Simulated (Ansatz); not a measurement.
# N2 (singlet): wave-function methods side by side, 6-31G

An exercise on one series of results from a longer session: the logs are not shown, and one member is left open.

Program: Ansatz 0.2.0, Gaussian basis. Level of theory: 6-31G, core rule «outside noble gas», up to 2 orbitals frozen. These are calculated values, not measurements.

Plan: UHF; CCSD(T) on RHF; CCSD(T) on UHF; BCCD(T) on RHF; CISD; CCSDT(Q) on RHF; CCSDT(Q) on UHF; CISDTQ; CCSDTQ on RHF; CCSDTQ on UHF; CASSCF and MRCISD+Q, 10 electrons in 8 orbitals; CASSCF and NEVPT4(SD), 10 electrons in 8 orbitals; CASSCF and NEVPT2, 10 electrons in 8 orbitals; Full CI.

9 further runs of the same task are left out: 9 set aside as unsound or not needed.

### What is computed

The geometry is an MP2(full)/6-31G* stationary point (not a proven minimum).

2 atoms, charge 0, spin multiplicity 1.

Atoms are counted from 1 here; the program's logs count them from 0.

Bond lengths: N1–N2 1.130 Å.

The first run:

Contents of in.yaml:

```yaml
crystal:
  periodic: [false, false, false]
  atoms:
    - {symbol: N, position_ang: [0.000000, 0.000000, 0.000000]}
    - {symbol: N, position_ang: [0.000000, 0.000000, 1.129980]}
basis:
  gaussian: {orbitals: 6-31G}
magnetization: {spin_polarized: true, initial_magnetization: 0}
hamiltonian: {xc: hf}
output: {orbitals: {seedname: orbitals}}
```

On the command line:

```console
ansatz run in.yaml --threads 1 --pin off --events-out ev --progress --plain --max-ram 3956MiB --backend cpu
```

Steps of the session up to this table: UHF; CCSD(T) on RHF; CCSD(T) on UHF; BCCD(T) on RHF; CISD; CCSDT(Q) on RHF; CCSDT(Q) on UHF; CISDTQ; CCSDTQ on RHF; CCSDTQ on UHF; CASSCF and MRCISD+Q, 10 electrons in 8 orbitals; CASSCF and NEVPT4(SD), 10 electrons in 8 orbitals; CASSCF and NEVPT2, 10 electrons in 8 orbitals; Full CI.

One of the session's tables, all rows but one given; the rest of the session is left out.

```
            method  from FCI (meV)
               RHF         +6625.3
               UHF         +6623.3
              RMP2           -96.9
              CISD               ?
             RCCSD          +282.3
          RCCSD(T)           +55.5
           BCCD(T)           +54.9
            RCCSDT           +59.2
            CISDTQ           +48.3
         RCCSDT(Q)            -2.8
           RCCSDTQ            +6.9
    CASSCF valence         +2032.9
    NEVPT2 valence          +487.2
NEVPT4(SD) valence           +52.9
    MRCISD valence           +63.2
  MRCISD+Q valence           +10.2
               FCI               0
```

Q: Estimate the row for CISD from the others.

**Answer.** from FCI (meV): +740.4. In the column «from FCI (meV)» it lies between NEVPT2 valence (+487.2) and CASSCF valence (+2032.9).

Not comparable, so not listed: CCSD(T) on UHF; CCSDTQ on UHF (they don't share determinant, frozen orbitals or solution with the rows shown, or repeat one).

Limits of these values: RMP2, RCCSDT(Q) fall below full CI, which methods that aren't variational can do.
